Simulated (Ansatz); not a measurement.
Saddle point of SiH$_{5}$F, closed shell (SiH₃F ([F][SiH3]) + H₂ → SiH₄ + HF; bonds formed: Si1–H7, F2–H6; bonds broken: Si1–F2, H6–H7), PBE0-D4/def2-TZVP structure:

```xyz
7
angstrom
Si -0.4072 -0.2134 -0.0626
F 1.4116 -0.4287 0.5722
H -0.1658 -1.2813 -1.0536
H -1.5248 0.5884 -0.6545
H -0.8967 -0.5751 1.2829
H 1.1337 0.6700 0.1515
H 0.4492 1.2400 -0.2358
```

Energies are electronic, without zero-point energy. Barriers and step energies count from the start structure reached by relaxing down the imaginary mode; all methods use the PBE0-D4 structures, on which another method's saddle can fall below an end. Computed with Ansatz 0.2.0 (basis: def2-TZVPP, with def2-QZVPP for the basis limit); correlated methods freeze the cores. B3LYP uses VWN-RPA correlation. Extrapolation: Hartree–Fock as exp(−7.88 √X), correlation as X^−2.97.

```json
{"method": "SPW92", "barrier (kcal/mol)": "40.36", "step energy (kcal/mol)": "19.69"}
{"method": "PBE-D4", "barrier (kcal/mol)": "?", "step energy (kcal/mol)": "21.53"}
{"method": "BLYP-D4", "barrier (kcal/mol)": "54.93", "step energy (kcal/mol)": "24.30"}
{"method": "r2SCAN-D4", "barrier (kcal/mol)": "54.17", "step energy (kcal/mol)": "24.86"}
{"method": "B97M-V", "barrier (kcal/mol)": "57.30", "step energy (kcal/mol)": "24.63"}
{"method": "PBE0-D4", "barrier (kcal/mol)": "53.61", "step energy (kcal/mol)": "21.82"}
{"method": "B3LYP-D4", "barrier (kcal/mol)": "57.80", "step energy (kcal/mol)": "24.34"}
{"method": "r2SCAN0-D4", "barrier (kcal/mol)": "56.95", "step energy (kcal/mol)": "24.30"}
{"method": "BHLYP-D4", "barrier (kcal/mol)": "62.94", "step energy (kcal/mol)": "25.14"}
{"method": "CAM-B3LYP-D4", "barrier (kcal/mol)": "58.03", "step energy (kcal/mol)": "24.75"}
{"method": "wB97X-V", "barrier (kcal/mol)": "57.76", "step energy (kcal/mol)": "24.27"}
{"method": "wB97M-V", "barrier (kcal/mol)": "57.06", "step energy (kcal/mol)": "24.43"}
{"method": "B2PLYP", "barrier (kcal/mol)": "?", "step energy (kcal/mol)": "24.96"}
{"method": "PBE-QIDH", "barrier (kcal/mol)": "57.84", "step energy (kcal/mol)": "23.40"}
{"method": "RPA on PBE", "barrier (kcal/mol)": "60.08", "step energy (kcal/mol)": "24.17"}
{"method": "HF", "barrier (kcal/mol)": "?", "step energy (kcal/mol)": "26.42"}
{"method": "MP2", "barrier (kcal/mol)": "59.91", "step energy (kcal/mol)": "25.18"}
{"method": "CCSD", "barrier (kcal/mol)": "62.52", "step energy (kcal/mol)": "23.81"}
{"method": "CCSD(T)", "barrier (kcal/mol)": "60.20", "step energy (kcal/mol)": "23.75"}
```

Question: Fill in the withheld barriers. (To be estimated.)

Answer: By the calculation: HF 75.76; PBE-D4 49.03; B2PLYP 59.45 kcal/mol. Each is the energy of the saddle less that of the start structure, by the same method.

For comparison, the barrier by CCSD(T) at an estimated basis limit (MP2 extrapolated from triple and quadruple zeta, plus CCSD(T) − MP2 in triple zeta) is 59.95 kcal/mol.

T1 diagnostic: at most 0.014.

Labels in which every atom is bracketed show which atoms are joined, not bond orders.

For scale, one of the runs: CCSD(T)/def2-TZVPP, 143 basis functions (an equivalent command: `ansatz run in.yaml --threads 2`). Hardware: 2 CPU threads, shared host. Wall time 6.5 s; peak host memory 0.99 GiB.
